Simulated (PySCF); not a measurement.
Compound: silicon chloride cation, SiCl (charge +1 and singlet state).
Geometry (PBE0-D3(BJ)/def2-SVP, Å), atoms numbered from 1 in this order:
```
atom  x, y, z in Å
Si1    1.0294   -0.0401    0.0052
Cl2   -0.9445    0.0121   -0.0173
```

Level of theory: EOM-EE-CCSD/aug-cc-pVTZ in PySCF, restricted Hartree–Fock reference, frozen core, non-relativistic, gas phase, PBE0-D3(BJ)/def2-SVP geometry.

Q: What does EOM-EE-CCSD give for the lowest vertical excitations?

A: 
```json
{"state": "singlet 1 (×2)", "E (eV)": "5.55", "Eh": "0.2041", "main singles (HF orbitals, share of the singles part)": "HOMO→LUMO+1 94 %"}
{"state": "triplet 1 (×2)", "E (eV)": "3.84", "Eh": "0.1410", "main singles (HF orbitals, share of the singles part)": "HOMO→LUMO+1 86 %, HOMO→LUMO 9 %"}
```

×n marks degenerate levels (orbitals of the first member shown); a last level whose partners the search may have cut is left out.

Q: What is the vertical gap between the lowest excited singlet and the lowest triplet?

A: 5.55 − 3.84 = 1.71 eV (165 kJ/mol). Both are led by HOMO→LUMO+1.

The first EOM-IP-CCSD ionisation energy is 18.96 eV, 13.41 eV above the singlet.

T1 diagnostic 0.017. EOM-CCSD puts states of mainly double-excitation character too high. An iterative search for so few roots can pass over a low state.
